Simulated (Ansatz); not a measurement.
System: singlet methylene, CH$_{2}$, charge 0, multiplicity 1. 
Geometry from a B3LYP-D3(BJ)/def2-TZVP (Ansatz, a first-principles code) optimisation:
```
C
H 1 1.1106
H 1 1.1106 2 101.83
```

Parts of the frozen-core correlation energy in cc-pVDZ (Ansatz, hartree). Frozen orbitals: 1; correlated occupied orbitals by spin: 3 and 3; virtual: 20 and 20. Spin-orbit coupling is left out. No relativistic terms. The restricted reference is unstable.

| term | value |
|---|---|
| reference (HF) | -38.88107 |
| MP2 opposite-spin | -0.09391 |
| MP2 same-spin | -0.01632 |
| CCSD correlation | -0.13824 |
| (T) | -0.00290 |
| FCI minus CCSD(T) | -0.00091 |
| CCSDT minus CCSD(T) | -0.00072 |
| CCSDT(Q) minus CCSD(T) | -0.00087 |
| T1 diagnostic | 0.009 |
| largest doubles amplitude | 0.139 |
